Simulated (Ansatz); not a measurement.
**Voigt–Reuss–Hill shear modulus of hexagonal BN at several levels of theory**

No measured value is used here.

| level (code) | value (GPa) | cell (Å³/atom) |
|---|---|---|
| LDA (Ansatz) | 96.6 | 8.71 |
| PBE (Ansatz) | 92.3 | 9.13 |
| r²SCAN (Ansatz) | 92.5 | 9.32 |
| HSE06 (Ansatz) | 75.6 | 10.86 |
| PBE0-D4 (Ansatz) | … | 8.68 |

Question: Complete the blanks.

Answer: 
- PBE0-D4 (Ansatz, an electronic-structure program), value (GPa): 103

LDA: LDA has no dispersion term either, though it tends to give short spacings of layers, chains or molecules. r²SCAN, HSE06: the cell comes from a level without a dispersion term, which matters for the spacing of layers, chains or molecules. PBE0-D4: the dispersion coefficients are held fixed in the derivatives. Values are at the level's own equilibrium cell; PBE at the measured cell. Cutoffs and k meshes differ between the levels. Ansatz's density-functional and Hartree–Fock values are scalar-relativistic unless marked +SOC, with PAW data made under PBE.
